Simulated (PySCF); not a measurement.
Gas-phase reaction: Al₂H₆ + C₄H₈ (trans-2-butene) → 2 AlH(CH₃)₂

Computed with PySCF and rigid-rotor harmonic-oscillator thermochemistry at 1 bar. † marks an energy on the PBE0/def2-TZVP geometry and frequencies; other levels use their own. CCSD(T) freezes the core. All species are closed-shell singlets. B3LYP is the form with VWN-RPA correlation. Methyl groups turn as free rotors in AlH(CH₃)₂. Al₂H₆, AlH(CH₃)₂: computed as isolated molecules; such fragments, hydroxides, amides, oligomers or adducts are transient or little studied in the gas. CCSD(T) isn't extrapolated to the basis-set limit. The harmonic model lacks anharmonicity and excited electronic states, which grow with temperature; levels with a mode under 35 cm⁻¹ are left out. Internal rotation in C₄H₈ (trans-2-butene) is treated as a harmonic vibration of one conformer, which makes the entropy rough.

```
level               ΔE electronic, kJ  ΔH°(298 K), kJ  ΔS°(298 K), J/K  ΔG°(1200 K), kJ
------------------  -----------------  --------------  ---------------  ---------------
B3LYP/def2-TZVP†                 -104             -96               55             -158
CCSD(T)/def2-SVP†                 -63             -55               55             -117
PBE/def2-SVP                      -86             -78               55             -139
r2SCAN/def2-TZVP†                -107            -100               55             -162
LDA/def2-TZVP†                    -93             -86               55             -147
ωB97X-V/def2-TZVP†               -103             -95               55             -157
```
ΔH° is lowest at r2SCAN/def2-TZVP† and highest at CCSD(T)/def2-SVP†. No reference value is set beside these.
